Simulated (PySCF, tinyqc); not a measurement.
G0W0 on RHF in the sto-6g basis, for HF, spin multiplicity 1, step by step. The lowest restricted solution is unstable here: a spin-polarised one lies 0.0015 hartree lower (PySCF). Computed by tinyqc, a small Python program that keeps every step (integrals from PySCF). Settings: charge = 0, multiplicity = 1, basis = sto-6g, method = RHF, energy threshold = 1e-10, iteration cap = 78, orthogonalisation = symmetric, start = Wolfsberg-Helmholz matrix, DIIS depth = 6. Command: `OMP_NUM_THREADS=1 python tinyqc.py 27124 27125 out.jsonl` (the two numbers bound the seeds that draw the settings). One thread of a shared host (Intel(R) Xeon(R) Processor @ 2.60GHz), about 0.1 s of CPU time with the checks. The early iterations of the SCF are left out here.

## One-electron integrals

Geometry (angstrom):
```
atom,x,y,z
F,0.0000,0.0000,0.0000
H,0.0000,0.0000,1.2360
```

Basis sto-6g: exponents (1/bohr^2) and contraction coefficients of normalised primitives:
```
element,l (shell),exponent,coefficient
F,s (1),1728.6266,0.0092
F,s (1),316.9418,0.0494
F,s (1),88.6689,0.1685
F,s (1),30.4602,0.3706
F,s (1),11.8286,0.4165
F,s (1),4.8717,0.1303
F,s (2),67.0323,-0.0133
F,s (2),13.2674,-0.0470
F,s (2),4.1235,-0.0338
F,s (2),1.5865,0.2502
F,s (2),0.6890,0.5951
F,s (2),0.3158,0.2407
F,p (3),67.0323,0.0038
F,p (3),13.2674,0.0377
F,p (3),4.1235,0.1739
F,p (3),1.5865,0.4180
F,p (3),0.6890,0.4259
F,p (3),0.3158,0.1017
H,s (1),35.5232,0.0092
H,s (1),6.5131,0.0494
H,s (1),1.8221,0.1685
H,s (1),0.6260,0.3706
H,s (1),0.2431,0.4165
H,s (1),0.1001,0.1303
```

Overlap, kinetic and nuclear-attraction integrals over the contracted functions; the nuclear repulsion is the sum of Za Zb / Rab.

nuclear repulsion = 3.853232 hartree

overlap S, lower triangle:
```
,1F 1s,1F 2s,1F 2px,1F 2py,1F 2pz,2H 1s
1F 1s,1.0000
1F 2s,0.2325,1.0000
1F 2px,0.0000,0.0000,1.0000
1F 2py,0.0000,0.0000,0.0000,1.0000
1F 2pz,0.0000,0.0000,0.0000,0.0000,1.0000
2H 1s,0.0242,0.2697,0.0000,0.0000,0.2333,1.0000
```

kinetic energy T (hartree), lower triangle:
```
,1F 1s,1F 2s,1F 2px,1F 2py,1F 2pz,2H 1s
1F 1s,37.3977
1F 2s,-1.1433,1.0823
1F 2px,0.0000,0.0000,3.2513
1F 2py,0.0000,0.0000,0.0000,3.2513
1F 2pz,0.0000,0.0000,0.0000,0.0000,3.2513
2H 1s,-0.0056,0.0168,0.0000,0.0000,0.0863,0.7685
```

nuclear attraction V (hartree), lower triangle:
```
,1F 1s,1F 2s,1F 2px,1F 2py,1F 2pz,2H 1s
1F 1s,-78.2506
1F 2s,-7.9652,-11.9032
1F 2px,0.0000,0.0000,-11.8850
1F 2py,0.0000,0.0000,0.0000,-11.8850
1F 2pz,-0.0088,-0.1032,0.0000,0.0000,-11.9382
2H 1s,-0.9487,-2.2754,0.0000,0.0000,-1.7047,-5.0470
```

core Hamiltonian H = T + V (hartree), lower triangle:
```
,1F 1s,1F 2s,1F 2px,1F 2py,1F 2pz,2H 1s
1F 1s,-40.8529
1F 2s,-9.1086,-10.8209
1F 2px,0.0000,0.0000,-8.6337
1F 2py,0.0000,0.0000,0.0000,-8.6337
1F 2pz,-0.0088,-0.1032,0.0000,0.0000,-8.6869
2H 1s,-0.9543,-2.2586,0.0000,0.0000,-1.6184,-4.2785
```

## Two-electron integrals

Functions are numbered as in S; the eight-fold symmetry (ij|kl) = (ji|kl) = (kl|ij) leaves the list below.

Two-electron integrals (ij|kl) in chemists' order, unique and non-zero (hartree):
```
i,j,k,l,(ij|kl)
1,1,1,1,5.4062
2,1,1,1,0.7681
2,1,2,1,0.1389
2,2,1,1,1.2663
2,2,2,1,0.2840
2,2,2,2,0.9264
3,1,3,1,0.0295
3,2,3,1,0.0447
3,2,3,2,0.2048
3,3,1,1,1.2663
3,3,2,1,0.2840
3,3,2,2,0.9264
3,3,3,3,0.9981
4,1,4,1,0.0295
4,2,4,1,0.0447
4,2,4,2,0.2048
4,3,4,3,0.0538
4,4,1,1,1.2663
4,4,2,1,0.2840
4,4,2,2,0.9264
4,4,3,3,0.8905
4,4,4,4,0.9981
5,1,5,1,0.0295
5,2,5,1,0.0447
5,2,5,2,0.2048
5,3,5,3,0.0538
5,4,5,4,0.0538
5,5,1,1,1.2663
5,5,2,1,0.2840
5,5,2,2,0.9264
5,5,3,3,0.8905
5,5,4,4,0.8905
5,5,5,5,0.9981
6,1,1,1,0.0850
6,1,2,1,0.0148
6,1,2,2,0.0295
6,1,3,3,0.0295
6,1,4,4,0.0295
6,1,5,1,0.0006
6,1,5,2,0.0013
6,1,5,5,0.0296
6,1,6,1,0.0016
6,2,1,1,0.2316
6,2,2,1,0.0528
6,2,2,2,0.1942
6,2,3,3,0.1914
6,2,4,4,0.1914
6,2,5,1,0.0038
6,2,5,2,0.0299
6,2,5,5,0.1998
6,2,6,1,0.0056
6,2,6,2,0.0522
6,3,3,1,0.0056
6,3,3,2,0.0331
6,3,5,3,0.0061
6,3,6,3,0.0074
6,4,4,1,0.0056
6,4,4,2,0.0331
6,4,5,4,0.0061
6,4,6,4,0.0074
6,5,1,1,0.1655
6,5,2,1,0.0382
6,5,2,2,0.1502
6,5,3,3,0.1441
6,5,4,4,0.1441
6,5,5,1,0.0080
6,5,5,2,0.0542
6,5,5,5,0.1625
6,5,6,1,0.0042
6,5,6,2,0.0495
6,5,6,5,0.0539
6,6,1,1,0.4229
6,6,2,1,0.0982
6,6,2,2,0.4163
6,6,3,3,0.4038
6,6,4,4,0.4038
6,6,5,1,0.0081
6,6,5,2,0.0891
6,6,5,5,0.4414
6,6,6,1,0.0105
6,6,6,2,0.1514
6,6,6,5,0.1662
6,6,6,6,0.7750
```

## Orthogonalisation

S = U s U^T; symmetric (Loewdin) form X = U s^(-1/2) U^T, so that X^T S X = 1.

eigenvalues of S: 0.6062  0.8550  1.0000  1.0000  1.1242  1.4147

X, lower triangle:
```
,1F 1s,1F 2s,1F 2px,1F 2py,1F 2pz,2H 1s
1F 1s,1.0215
1F 2s,-0.1238,1.0527
1F 2px,0.0000,0.0000,1.0000
1F 2py,0.0000,0.0000,0.0000,1.0000
1F 2pz,-0.0029,0.0267,0.0000,0.0000,1.0225
2H 1s,0.0134,-0.1497,0.0000,0.0000,-0.1270,1.0531
```

## Starting guess

The start is the generalised Wolfsberg-Helmholz matrix (K = 1.75) built on H; D = 2 C_occ C_occ^T.

D at the start, lower triangle:
```
,1F 1s,1F 2s,1F 2px,1F 2py,1F 2pz,2H 1s
1F 1s,2.0983
1F 2s,-0.4224,1.8346
1F 2px,0.0000,0.0000,2.0000
1F 2py,0.0000,0.0000,0.0000,2.0000
1F 2pz,0.0471,-0.1824,0.0000,0.0000,1.8847
2H 1s,-0.1150,0.3627,0.0000,0.0000,0.1908,0.0998
```

## Iteration 7 (converged): orbitals

converged F (hartree), lower triangle:
```
,1F 1s,1F 2s,1F 2px,1F 2py,1F 2pz,2H 1s
1F 1s,-26.2599
1F 2s,-6.3718,-2.8883
1F 2px,0.0000,0.0000,-0.4720
1F 2py,0.0000,0.0000,0.0000,-0.4720
1F 2pz,-0.0147,-0.0253,0.0000,0.0000,-0.2295
2H 1s,-0.6705,-0.6434,0.0000,0.0000,-0.4305,-0.2969
```

Diagonalise F' = X^T F X, C = X C', fill 5 alpha and 5 beta electrons from the bottom; D = 2 C_occ C_occ^T. Each column has its largest component positive (the first on a tie).

F' = X^T F X (hartree), lower triangle:
```
,1,2,3,4,5,6
1,-25.8522
2,-3.1703,-1.7693
3,0.0000,0.0000,-0.4720
4,0.0000,0.0000,0.0000,-0.4720
5,-0.0294,0.0578,0.0000,0.0000,-0.1316
6,-0.0648,-0.3176,0.0000,0.0000,-0.4169,-0.0785
```

orbital energies (hartree): MO1 -26.2630, MO2 -1.4294, MO3 -0.4939, MO4 -0.4720, MO5 -0.4720, MO6 0.3547

coefficients C:
```
,MO1,MO2,MO3,MO4,MO5,MO6
1F 1s,0.9972,-0.2450,0.0464,0.0000,0.0000,0.0490
1F 2s,0.0119,0.9976,-0.2554,0.0000,0.0000,-0.2934
1F 2px,0.0000,0.0000,0.0000,0.9229,0.3851,0.0000
1F 2py,0.0000,0.0000,0.0000,-0.3851,0.9229,0.0000
1F 2pz,0.0010,0.0255,0.6881,0.0000,0.0000,-0.7670
2H 1s,-0.0018,0.0918,0.5952,0.0000,0.0000,0.8860
```

D after iteration 7, lower triangle:
```
,1F 1s,1F 2s,1F 2px,1F 2py,1F 2pz,2H 1s
1F 1s,2.1133
1F 2s,-0.4889,2.1209
1F 2px,0.0000,0.0000,2.0000
1F 2py,0.0000,0.0000,0.0000,2.0000
1F 2pz,0.0533,-0.3006,0.0000,0.0000,0.9483
2H 1s,0.0066,-0.1208,0.0000,0.0000,0.8237,0.7253
```

Within a degenerate level the vectors are fixed only up to a rotation; this is one choice.

## Convergence

Stop when the energy changes by less than 1e-10 hartree and every element of the error matrix X^T (F D S - S D F) X is below 3e-06.

Course of the cycle:
```
iteration,E (hartree),change,largest element of the error matrix
1,-99.105274,-,4.55e-01
2,-99.434709,-3.29e-01,6.57e-02
3,-99.440045,-5.34e-03,1.37e-02
4,-99.440170,-1.25e-04,1.11e-03
5,-99.440171,-1.12e-06,1.58e-05
6,-99.440171,-1.65e-10,1.26e-07
7,-99.440171,1.42e-14,6.52e-08
```

PySCF RHF in the same basis = -99.440171 hartree

Converged in 7 iterations.

## Populations, bond orders and dipole

Mulliken: Z minus the diagonal of D S on the atom; Loewdin: the same with S^(1/2) D S^(1/2); Mayer order: 2 sum_s sum (D(s) S)_ij (D(s) S)_ji over the two atoms.

Charges (e):
```
atom,Mulliken,Loewdin
1F,-0.1149,-0.0959
2H,0.1149,0.0959
```

Mayer bond orders:
```
pair,order
2-1,0.9868
```

dipole moment about the origin, x y z (debye): 0.0000  0.0000  1.0825

## Integrals over molecular orbitals

(pq|rs) = sum C_ip C_jq C_kr C_ls (ij|kl), one index at a time.

one-electron integrals over orbitals h = C^T H C (hartree), lower triangle:
```
,1,2,3,4,5,6
1,-40.8398
2,0.7324,-9.1933
3,-0.1335,0.4951,-6.8625
4,0.0000,0.0000,0.0000,-8.6337
5,0.0000,0.0000,0.0000,0.0000,-8.6337
6,-0.1481,0.8019,2.2541,0.0000,0.0000,-5.9917
```

Two-electron integrals over orbitals (pq|rs), unique and non-zero (hartree):
```
p,q,r,s,(pq|rs)
1,1,1,1,5.3824
2,1,1,1,-0.5344
2,1,2,1,0.0855
2,2,1,1,1.2524
2,2,2,1,-0.0242
2,2,2,2,0.8764
3,1,1,1,0.1033
3,1,2,1,-0.0161
3,1,2,2,0.0067
3,1,3,1,0.0182
3,2,1,1,-0.1219
3,2,2,1,0.0054
3,2,2,2,-0.0450
3,2,3,1,0.0206
3,2,3,2,0.1357
3,3,1,1,0.8950
3,3,2,1,-0.0082
3,3,2,2,0.6967
3,3,3,1,-0.0024
3,3,3,2,-0.0157
3,3,3,3,0.6804
4,1,4,1,0.0304
4,2,4,1,0.0400
4,2,4,2,0.1896
4,3,4,1,-0.0070
4,3,4,2,-0.0278
4,3,4,3,0.0357
4,4,1,1,1.2660
4,4,2,1,-0.0142
4,4,2,2,0.8974
4,4,3,1,0.0026
4,4,3,2,-0.0655
4,4,3,3,0.6826
4,4,4,4,0.9981
5,1,5,1,0.0304
5,2,5,1,0.0400
5,2,5,2,0.1896
5,3,5,1,-0.0070
5,3,5,2,-0.0278
5,3,5,3,0.0357
5,4,5,4,0.0538
5,5,1,1,1.2660
5,5,2,1,-0.0142
5,5,2,2,0.8974
5,5,3,1,0.0026
5,5,3,2,-0.0655
5,5,3,3,0.6826
5,5,4,4,0.8905
5,5,5,5,0.9981
6,1,1,1,0.1113
6,1,2,1,-0.0186
6,1,2,2,0.0030
6,1,3,1,-0.0124
6,1,3,2,-0.0233
6,1,3,3,0.0058
6,1,4,4,0.0029
6,1,5,5,0.0029
6,1,6,1,0.0207
6,2,1,1,-0.1605
6,2,2,1,0.0045
6,2,2,2,-0.0871
6,2,3,1,-0.0200
6,2,3,2,-0.0763
6,2,3,3,-0.0235
6,2,4,4,-0.0857
6,2,5,5,-0.0857
6,2,6,1,0.0187
6,2,6,2,0.0910
6,3,1,1,-0.4196
6,3,2,1,0.0065
6,3,2,2,-0.2366
6,3,3,1,0.0016
6,3,3,2,0.0797
6,3,3,3,-0.0956
6,3,4,4,-0.2448
6,3,5,5,-0.2448
6,3,6,1,-0.0045
6,3,6,2,0.0371
6,3,6,3,0.2302
6,4,4,1,-0.0070
6,4,4,2,-0.0285
6,4,4,3,-0.0222
6,4,6,4,0.0288
6,5,5,1,-0.0070
6,5,5,2,-0.0285
6,5,5,3,-0.0222
6,5,6,5,0.0288
6,6,1,1,0.8387
6,6,2,1,-0.0085
6,6,2,2,0.6395
6,6,3,1,0.0102
6,6,3,2,0.0469
6,6,3,3,0.6494
6,6,4,4,0.6227
6,6,5,5,0.6227
6,6,6,1,-0.0073
6,6,6,2,-0.0541
6,6,6,3,-0.0232
6,6,6,6,0.6775
```

## Screening: direct RPA

With D = e_a - e_i and K = (ia|jb): diagonalise D^(1/2) (D + 4K) D^(1/2) = Z w^2 Z^T; X + Y = D^(1/2) Z w^(-1/2), each column of Z with its largest component positive (the first on a tie); E_c = (sum w - tr (D + 2K)) / 2.

D^(1/2) (D + 4K) D^(1/2) (hartree^2), lower triangle:
```
,1>6,2>6,3>6,4>6,5>6
1>6,710.7061
2>6,0.5152,3.8327
3>6,-0.0846,0.1828,1.5014
4>6,0.0000,0.0000,0.0000,0.7786
5>6,0.0000,0.0000,0.0000,0.0000,0.7786
```

excitation energies w (hartree): 0.8824  0.8824  1.2195  1.9613  26.6591

X + Y:
```
,1,2,3,4,5
1>6,0.0000,0.0000,0.0008,-0.0026,0.9992
2>6,0.0000,0.0000,-0.0940,0.9509,0.0002
3>6,0.0000,0.0000,0.8316,0.0511,0.0000
4>6,0.0560,0.9663,0.0000,0.0000,0.0000
5>6,0.9663,-0.0560,0.0000,0.0000,0.0000
```

RPA correlation energy = -0.049090 hartree

Within a degenerate level the vectors are fixed only up to a rotation; this is one choice.

## G0W0 on Hartree-Fock: HOMO

W(p,q,m) = sqrt2 sum_ia (pq|ia) (X+Y)_ia,m; Sigma_c(x) = sum_(i,m) W^2/(x - e_i + w_m) + sum_(a,m) W^2/(x - e_a - w_m); solve x = e_p + Sigma_c(x) by Newton steps; Z = 1/(1 - dSigma/dx); 1 hartree = 27.211386 eV.

The 12 largest terms at x = e_p (hartree; W for the signs of X + Y given):
```
q,m,W,term
5,3,-0.2765,0.0627
5,4,-0.1329,0.0090
3,1,-0.0303,0.0010
6,1,0.0393,-0.0009
2,1,-0.0389,0.0008
1,1,-0.0096,3.44e-06
3,2,0.0018,3.41e-06
6,2,-0.0023,-3.04e-06
2,2,0.0023,2.76e-06
5,5,0.0040,6.10e-07
1,2,0.0006,1.15e-08
```

Newton steps (hartree):
```
step,x,Sigma_c(x),Z
0,-0.4720,0.0726,0.9451
1,-0.4034,0.0689,0.9503
2,-0.4032,0.0689,0.9503
3,-0.4032,0.0689,0.9503
```

quasiparticle energy of the HOMO = -10.9715 eV

Hartree-Fock value = -12.8450 eV

## G0W0 on Hartree-Fock: LUMO

As before.

The 12 largest terms at x = e_p (hartree; W for the signs of X + Y given):
```
q,m,W,term
3,3,0.2658,0.0342
2,4,0.1250,0.0042
6,4,-0.0744,-0.0028
3,4,0.0666,0.0016
4,2,0.0393,0.0009
5,1,0.0393,0.0009
2,3,0.0316,3.33e-04
6,3,-0.0201,-3.30e-04
2,5,0.0264,2.46e-05
1,4,0.0247,2.14e-05
1,5,0.0293,1.61e-05
6,5,-0.0103,-3.97e-06
```

Newton steps (hartree):
```
step,x,Sigma_c(x),Z
0,0.3547,0.0390,0.9793
1,0.3928,0.0382,0.9799
2,0.3928,0.0382,0.9799
```

quasiparticle energy of the LUMO = 10.6899 eV

Hartree-Fock value = 9.6509 eV
